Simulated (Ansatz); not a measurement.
# CH₂BMg radical (SMILES B=[CH][Mg]): single points off equilibrium

The task here is to estimate one member of a computed series from the others.

Program: Ansatz 0.2.0, Gaussian basis. Level of theory: single points in def2-TZVPP. These are calculated values, not measurements.

Correlated methods freeze the cores. The outer core shell of Li, Na, Mg and K is correlated. Orbitals are unrestricted. B3LYP uses VWN-RPA correlation.

**The starting structure**

SMILES `B=[CH][Mg]`, 5 atoms, charge 0, spin multiplicity 2.

Atoms are counted from 1 here; the program's logs count them from 0.

Bond lengths: B1–C2 1.350 Å, B1–H4 1.181 Å, C2–Mg3 2.207 Å, C2–H5 1.090 Å. Angles: C2–B1–H4 173.3°, B1–C2–Mg3 103.4°, B1–C2–H5 152.5°, Mg3–C2–H5 103.7°.

Coordinates:

```xyz
5
CH2BMg
B    -0.77290    0.20220   -0.49890
C     0.28690    0.42400    0.30760
Mg    1.20430   -1.57320    0.50680
H    -1.67680   -0.12700   -1.18320
H     0.97790    1.08000    0.83790
```

Set-up of the first run:

The input, run/in.yaml:

```yaml
crystal:
  periodic: [false, false, false]
  atoms:
    - {symbol: B, position_ang: [-0.772900, 0.202200, -0.498900]}
    - {symbol: C, position_ang: [0.286900, 0.424000, 0.307600]}
    - {symbol: Mg, position_ang: [1.204300, -1.573200, 0.506800]}
    - {symbol: H, position_ang: [-1.676800, -0.127000, -1.183200]}
    - {symbol: H, position_ang: [0.977900, 1.080000, 0.837900]}
basis:
  gaussian: {orbitals: def2-TZVPP}
magnetization: {spin_polarized: true, initial_magnetization: 1}
correlation: {method: ccsd_t}
scf: {omitted_lower_state_checks: [cluster_reference]}
output: {forces: true}
```

On the command line:

```sh
ansatz run in.yaml --threads 4 --pin off --events-out ev --progress --plain --max-ram 5222MiB
```

Steps of the session up to this table: CCSD(T)/def2-TZVPP; PBE0-D4/def2-TZVPP; wB97M-V/def2-TZVPP; r2SCAN-D4/def2-TZVPP; PBE-D4/def2-TZVPP; HSE06-D4/def2-TZVPP; B3LYP-D4/def2-TZVPP.

One table of the session follows, with a row left open; its other results are not shown here.

```
   method  RMS force component (eV/Å)  angle to CCSD(T) forces (°)  dipole (D)
  CCSD(T)                       0.330                    reference        2.42
  PBE0-D4                       0.286                         40.2        2.19
  wB97M-V                       0.303                         50.0        2.48
r2SCAN-D4                           ?                            ?           ?
   PBE-D4                       0.221                         13.7        2.14
 HSE06-D4                       0.283                         38.8        2.18
 B3LYP-D4                       0.259                         43.4        2.23
```

Q: Estimate the row for r2SCAN-D4 from the others.

**Answer.** RMS force component (eV/Å): 0.284; angle to CCSD(T) forces (°): 33.1; dipole (D): 2.24. In the column «RMS force component (eV/Å)» it lies between HSE06-D4 (0.283) and PBE0-D4 (0.286).
